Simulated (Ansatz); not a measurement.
Mo2C3: from a trial structure to a relaxed crystal

Theory: DFT PBE, scalar-relativistic, plane waves, PAW in Ansatz 0.2.0. Cutoff 420 eV, Γ-centred k mesh, Gaussian smearing, no spin polarisation in the final step.

Mo2C3 was placed on the corundum structure type (R-3c, No. 167), with Mo in place of Al, C in place of O, at a guessed volume.

```yaml
crystal:
  lattice:
    - [2.56343, 1.48000, 4.66584]
    - [-2.56343, 1.48000, 4.66584]
    - [0.00000, -2.96000, 4.66584]
  atoms:
    - { symbol: Mo, position: [0.85218, 0.85218, 0.85218] }
    - { symbol: Mo, position: [0.64782, 0.64782, 0.64782] }
    - { symbol: Mo, position: [0.14782, 0.14782, 0.14782] }
    - { symbol: Mo, position: [0.35218, 0.35218, 0.35218] }
    - { symbol: C, position: [0.05625, 0.44375, 0.75000] }
    - { symbol: C, position: [0.75000, 0.05625, 0.44375] }
    - { symbol: C, position: [0.44375, 0.75000, 0.05625] }
    - { symbol: C, position: [0.94375, 0.55625, 0.25000] }
    - { symbol: C, position: [0.25000, 0.94375, 0.55625] }
    - { symbol: C, position: [0.55625, 0.25000, 0.94375] }
```

Cell and atoms relax at zero pressure; the relaxation can't lower the symmetry of the start. After a coarse first stage the cell is made exact in the group found at 0.06 Å.

Formation energies are uncorrected and refer to the elements' standard structures at the same level.

Question: Which crystal results?

Answer: It keeps R-3c (No. 167). The result has the corundum structure. Conventional cell: a = 5.156 Å, c = 15.259 Å. Around Mo lie 6 C at 2.09–2.17 Å; around C lie 4 Mo at 2.09–2.17 Å.

```cif
data_structure
_symmetry_space_group_name_H-M 'R-3c:H'
_symmetry_Int_Tables_number 167
_cell_length_a 5.1562
_cell_length_b 5.1562
_cell_length_c 15.2586
_cell_angle_alpha 90.000
_cell_angle_beta 90.000
_cell_angle_gamma 120.000
_cell_volume 351.32
loop_
_atom_site_label
_atom_site_type_symbol
_atom_site_symmetry_multiplicity
_atom_site_Wyckoff_symbol
_atom_site_fract_x
_atom_site_fract_y
_atom_site_fract_z
_atom_site_occupancy
Mo1 Mo 12 c 0.00000 0.00000 0.34401 1
C1 C 18 e 0.31505 0.00000 0.25000 1
```

Question: What are its volume, energy, density and gap?

Answer: The volume per atom is 11.71 Å³. The density is 6.46 g/cm³, the energy over the elements is 1.04 eV/atom and the gap on the 12×12×12 mesh is 0 eV (a metal).

The final run used a 12×12×12 mesh on its 10-atom cell and 0.10 eV smearing. The k mesh leaves about 4 meV/atom of noise in metals. Symmetry constrained the relaxation, so the result can be a saddle point. The steps took of the order of 6 core-minutes in all.